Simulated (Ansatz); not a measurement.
Mg2⁻, quartet: reading a ladder of total energies

Geometry: a point of a stretch scan, not a stationary point.

```xyz
2

Mg    0.0000    0.0000    0.0000
Mg    0.0000    0.0000    2.2070
```

Basis aug-cc-pVDZ; Ansatz 0.2.0. Only valence electrons are correlated (noble-gas cores frozen), which leaves 5 electrons in 44 orbitals. Prefix R: restricted or restricted open-shell reference. The metal's outer-core shells are frozen, which leaves out core–valence correlation.

Full CI is exact within this basis and frozen core; it isn't the basis-set limit.

Runs differ by some tens of microhartree through their thresholds and, for an open shell, their frozen cores, so steps under 0.03 kcal/mol mean nothing.

```json
{"level": "RHF", "total energy (hartree)": "-399.136674"}
{"level": "RMP2", "total energy (hartree)": "-399.196732"}
{"level": "RCCSD", "total energy (hartree)": "-399.210860"}
{"level": "RCCSD(T)", "total energy (hartree)": "-399.215963"}
{"level": "RCCSDT", "total energy (hartree)": "-399.217422"}
{"level": "RCCSDT(Q)", "total energy (hartree)": "-399.217829"}
{"level": "full CI", "total energy (hartree)": "-399.217948"}
```

**Question.** What is the correlation energy at full CI, and what share of it do RMP2 and RCCSD(T) recover?

**Answer.** E(corr) = -399.217948 − (-399.136674) = -0.081274 hartree = -2.212 eV. RMP2: -0.060058 / -0.081274 = 73.90 %. RCCSD(T): -0.079289 / -0.081274 = 97.56 %.

**Question.** By how many kcal/mol does RCCSD(T) miss full CI (1 hartree = 627.509 kcal/mol), and which steps make up the rest?

**Answer.** -399.215963 − (-399.217948) = 0.001985 hartree = 1.25 kcal/mol. Steps: RCCSDT − RCCSD(T) = -0.92, RCCSDT(Q) − RCCSDT = -0.26, full CI − RCCSDT(Q) = -0.07 kcal/mol. Differences between like states or geometries often cancel part of this.
